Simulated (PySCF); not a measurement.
Question: Give a PBE0-D3(BJ)/def2-SVP geometry of `C#CC1(F)CC1`.

Answer: 
```
atom  x, y, z in Å
C1     2.249   -0.555    1.171
C2     1.318   -0.182    0.493
C3     0.198    0.253   -0.303
F4     0.560    0.884   -1.455
C5    -1.055   -0.566   -0.374
C6    -1.057    0.753    0.345
H7     3.077   -0.886    1.771
H8    -1.524   -0.606   -1.361
H9    -1.098   -1.490    0.206
H10   -1.102    0.767    1.436
H11   -1.527    1.602   -0.158
```

Orientation and origin are arbitrary. Atoms count from 1 in this order. The C–C distances run from 1.211 Å (C1≡C2, drawn triple) to 1.502 Å (C5–C6, drawn single), a spread of 0.291 Å. The 3-membered ring C3–C5–C6 has internal angles of 59.9° to 60.2°.

Bonds between heavy atoms (Å): C1≡C2 1.211, C2–C3 1.441, C3–F4 1.363, C3–C5 1.499, C5–C6 1.502, C3–C6 1.499.

Method: PBE0-D3(BJ)/def2-SVP geometry optimisation, gas phase (PySCF 2.14.0).

Point group: Cs (every atom within 0.08 Å of its image). Whether it is a minimum is left open (no frequencies).
